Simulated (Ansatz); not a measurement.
Input file for Ansatz (a first-principles code): R-wB97X-V/def2-TZVPPD on ClF (SMILES FCl). Files ending in .json are basis or fitting sets from the Basis Set Exchange.

Ansatz 0.2 input:
```yaml
crystal:
  periodic: [false, false, false]
  atoms:
    - {symbol: Cl, position_ang: [0.00000000, -0.00000000, 0.61188000]}
    - {symbol: F, position_ang: [0.00000000, -0.00000000, 2.26865100]}
basis:
  gaussian:
    orbitals: def2-TZVPPD.json
hamiltonian:
  xc: {name: wB97X-V}
scf: {lower_state_search: off}
```

### Question
Give the final energy of this run.

### Answer
-559.9137 hartree.
